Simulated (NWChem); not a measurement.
# C2H6S (ethanethiol) at 6 levels

Aim: a comparison of 6 runs (HF/def2-SVPD, PBE/def2-SVPD, B3LYP/def2-SVPD, PBE0/def2-SVPD, r2SCAN/def2-SVPD, CCSD(T)/def2-SVPD) of C2H6S (ethanethiol). 

Program for the calculation: NWChem 7.3.0.

1 further run of the same task is left out (set aside as unsound or not needed).

### 1 The system as given

The species is C2H6S (9 atoms), meant as a singlet with charge 0. As SMILES, `CCS`. The C1–C2 distance was set to 2.725 Å, away from the relaxed value. At this shape a bond of the SMILES string is far longer than usual.

Bond lengths: C2–S3 1.813 Å, C1–H4 1.091 Å, C1–H5 1.094 Å, C1–H6 1.093 Å, C2–H7 1.093 Å, C2–H8 1.092 Å, S3–H9 1.343 Å. Angles: C2–S3–H9 96.8°, S3–C2–H7 104.0°, S3–C2–H8 109.1°, H7–C2–H8 106.9°, H4–C1–H5 108.5°, H4–C1–H6 107.8°, H5–C1–H6 107.8°.

### 2 A single-point energy at HF/def2-SVPD (run 1)

nw.nw reads:

```
start nw
title "C2H6S hf"
memory 2200 mb
geometry noautosym nocenter noautoz
 C     -1.737518     0.812162    -0.955864
 C      0.639520    -0.221900    -0.114960
 S      0.539160    -1.132170     1.449440
 H     -2.491418     0.029132    -1.052754
 H     -1.620698     1.304022    -1.926124
 H     -2.114678     1.554122    -0.248154
 H      1.015160    -0.960450    -0.827390
 H      1.403980     0.552440    -0.028340
 H      0.140660    -0.099050     2.209210
end
basis spherical bse
 C library def2-SVPD
 S library def2-SVPD
 H library def2-SVPD
end
scf
 thresh 1e-08
 maxiter 80
 noprint "final vectors analysis"
end
task scf energy
```

The run is started by

```console
$ nwchem nw.nw > nw.out
```

What it wrote:

```text
[...]
  functions       =   115
[...]
  wavefunction    = RHF
[...]
         Total SCF energy =   -476.403277836149
      One-electron energy =   -837.251804332886
      Two-electron energy =    268.902744068343
 Nuclear repulsion energy =     91.945782428394
        Time for solution =     47.1s
[...]
```

Wall time 48 s (1 thread of Intel Xeon Platinum 8259CL at 2.50GHz (Skylake/Cascade Lake), shared host); peak memory 0.1 GiB.

### 3 A single-point energy at PBE/def2-SVPD (run 2)

c2h6s.nw reads:

```
start c2h6s
memory stack 880 mb heap 220 mb global 1100 mb
charge 0

geometry units angstroms noautosym nocenter noautoz
   C    -1.737518    0.812162   -0.955864
   C     0.639520   -0.221900   -0.114960
   S     0.539160   -1.132170    1.449440
   H    -2.491418    0.029132   -1.052754
   H    -1.620698    1.304022   -1.926124
   H    -2.114678    1.554122   -0.248154
   H     1.015160   -0.960450   -0.827390
   H     1.403980    0.552440   -0.028340
   H     0.140660   -0.099050    2.209210
end

basis spherical bse
   * library def2-SVPD
end

dft
   xc xpbe96 cpbe96
   grid fine
   convergence energy 1e-08
   maxiter 100
   mulliken
   print low
end

task dft energy
```

The run is started by

```console
$ nwchem c2h6s.nw > c2h6s.out
```

What it wrote:

```text
[...]
 d= 0,ls=0.0,diis     1   -477.3547237904 -5.69D+02  1.37D-02  4.30D-01     6.0
[...]
 d= 0,ls=0.0,diis    13   -477.4107625973 -8.06D-10  2.10D-07  3.59D-10    63.3
         Total DFT energy =     -477.410762597315
      One electron energy =     -837.662411828264
           Coulomb energy =      306.533026348464
    Exchange-Corr. energy =      -38.227159545909
 Nuclear repulsion energy =       91.945782428394
[...]
      Total Density - Mulliken Population Analysis
     ---------------------------------------------
    Atom       Charge   Shell Charges
 -----------   ------   -------------------------------------------------------
    1 C    6     5.68   1.98  0.96 -0.12  0.08  1.97  0.80  0.01 -0.01
    2 C    6     5.79   1.98  0.98 -0.05  0.01  1.92  0.88  0.02  0.04
    3 S   16    16.36   2.00  1.98  1.30  0.53  0.05  5.92  1.82  2.44  0.16  0.07  0.09
    4 H    1     1.11   0.74  0.24  0.02  0.10
    5 H    1     1.10   0.74  0.24  0.02  0.09
    6 H    1     1.12   0.75  0.25  0.02  0.10
    7 H    1     1.07   0.74  0.23  0.02  0.07
    8 H    1     1.03   0.74  0.20  0.02  0.07
    9 H    1     0.74   0.72 -0.02  0.03  0.02
[...]
```

Wall time 64 s (1 thread of Intel Xeon Platinum 8259CL at 2.50GHz (Skylake/Cascade Lake), shared host); peak memory 0.12 GiB.

### 4 The energy at B3LYP/def2-SVPD (run 3)

mol.xyz reads:

```xyz
9
C2H6S
C     -1.737518     0.812162    -0.955864
C      0.639520    -0.221900    -0.114960
S      0.539160    -1.132170     1.449440
H     -2.491418     0.029132    -1.052754
H     -1.620698     1.304022    -1.926124
H     -2.114678     1.554122    -0.248154
H      1.015160    -0.960450    -0.827390
H      1.403980     0.552440    -0.028340
H      0.140660    -0.099050     2.209210
```

mol.nw reads:

```
start mol
title "C2H6S"
memory total 2200 mb

geometry noautosym nocenter noautoz
  load format xyz mol.xyz
end

basis spherical bse
  * library def2-SVPD
end

dft
  xc b3lyp
  mult 1
  grid fine
  convergence energy 1e-08
  iterations 100
  mulliken
end

task dft
```

The run is started by

```console
$ nwchem mol.nw > mol.out
```

What it wrote:

```text
[...]
          Wavefunction type:  closed shell.
          No. of atoms     :     9
          No. of electrons :    34
[...]
          Charge           :     0
          Spin multiplicity:     1
[...]
          AO basis - number of functions:   115
[...]
              XC Information
              --------------
                         B3LYP Method XC Potential
                     Hartree-Fock (Exact) Exchange  0.200
                        Slater Exchange Functional  0.800 local
                    Becke 1988 Exchange Functional  0.720 non-local
              Lee-Yang-Parr Correlation Functional  0.810
                  VWN I RPA Correlation Functional  0.190 local
[...]
 d= 0,ls=0.0,diis     1   -477.6588775901 -5.70D+02  1.21D-02  3.91D-01     5.8
[...]
 d= 0,ls=0.0,diis    11   -477.7156850827 -1.57D-09  3.91D-07  1.06D-09    53.7
         Total DFT energy =     -477.715685082657
      One electron energy =     -837.681180105407
           Coulomb energy =      306.564550088390
    Exchange-Corr. energy =      -38.544837494034
 Nuclear repulsion energy =       91.945782428394
[...]
      Total Density - Mulliken Population Analysis
     ---------------------------------------------
    Atom       Charge   Shell Charges
 -----------   ------   -------------------------------------------------------
    1 C    6     5.50   1.98  0.96 -0.21  0.06  1.96  0.74  0.02 -0.01
    2 C    6     5.67   1.99  0.98 -0.12 -0.00  1.92  0.83  0.03  0.05
    3 S   16    16.30   2.00  1.98  1.30  0.49  0.05  5.92  1.82  2.41  0.16  0.07  0.09
    4 H    1     1.17   0.75  0.30  0.03  0.10
    5 H    1     1.16   0.75  0.30  0.02  0.09
    6 H    1     1.18   0.75  0.30  0.02  0.10
    7 H    1     1.15   0.75  0.30  0.02  0.07
    8 H    1     1.10   0.75  0.26  0.02  0.07
    9 H    1     0.79   0.73  0.01  0.03  0.02
[...]
```

Wall time 55 s (1 thread of Intel Xeon Platinum 8259CL at 2.50GHz (Skylake/Cascade Lake), shared host); peak memory 0.12 GiB.

Runs 4 to 5 aren't shown in full; the table further down has their settings and results.

### 5 A single-point energy at CCSD(T)/def2-SVPD (run 6)

a.nw reads:

```
start a
title "C2H6S energy"
memory total 2200 mb
charge 0

geometry noautosym nocenter noautoz
   C     -1.737518     0.812162    -0.955864
   C      0.639520    -0.221900    -0.114960
   S      0.539160    -1.132170     1.449440
   H     -2.491418     0.029132    -1.052754
   H     -1.620698     1.304022    -1.926124
   H     -2.114678     1.554122    -0.248154
   H      1.015160    -0.960450    -0.827390
   H      1.403980     0.552440    -0.028340
   H      0.140660    -0.099050     2.209210
end

basis spherical bse
   * library def2-SVPD
end

scf
   thresh 1e-08
   maxiter 80
   print low
end

ccsd
   freeze core 7
   maxiter 60
end

task ccsd(t) energy
```

The run is started by

```console
$ nwchem a.nw > a.out
```

What it wrote:

```text
[...]
  functions       =   115
[...]
  wavefunction    = RHF
[...]
         Total SCF energy =   -476.403277836149
      One-electron energy =   -837.251804332886
      Two-electron energy =    268.902744068343
 Nuclear repulsion energy =     91.945782428394
        Time for solution =     48.5s
[...]
 Total MP2 energy:           -476.880167922625105
[...]
             energy      energy      error      ampl     ampl      Block
                                                time     time      time
[...]
 Total CCSD energy:           -476.932156531828809
[...]
 Total CCSD+T(CCSD) energy:           -476.960848136823756
[...]
 Total CCSD(T) energy:                -476.959760541514527
[...]
```

Wall time 10 min (1 thread of Intel Xeon Platinum 8259CL at 2.50GHz (Skylake/Cascade Lake), shared host); peak memory 0.38 GiB.

### 6 All runs side by side

```tsv
run	level	iteration cap	module	energy (Eh)	dipole moment (D)	wall time
1	HF/def2-SVPD	80	scf	-476.403278	1.33	48 s
2	PBE/def2-SVPD	100	dft	-477.410763	–	64 s
3	B3LYP/def2-SVPD	100	dft	-477.715685	0.78	55 s
4	PBE0/def2-SVPD	100	dft	-477.443484	0.85	54 s
5	r2SCAN/def2-SVPD	100	dft	-477.610632	0.80	74 s
6	CCSD(T)/def2-SVPD	80	ccsd(t)	-476.959761	–	10 min
```

### 7 Summary of results

| quantity | value |
| --- | --- |
| run 6: total energy | -476.95976 Eh |
| run 6: correlation energy (7 core orbitals frozen) | -556.5 mEh |
| run 6: (T) correction | -27.60 mEh |

Over runs 1, 3, 4, 5 the dipole moment (its size) runs from 0.78 D (B3LYP/def2-SVPD) to 1.33 D (HF/def2-SVPD). Totals of different functionals can't be ranked against each other. In runs 1, 2, 3, 4, 5, 6 a closed-shell determinant meets a far-stretched bond, which it describes badly. All runs together took 15 min, the longest 10 min.
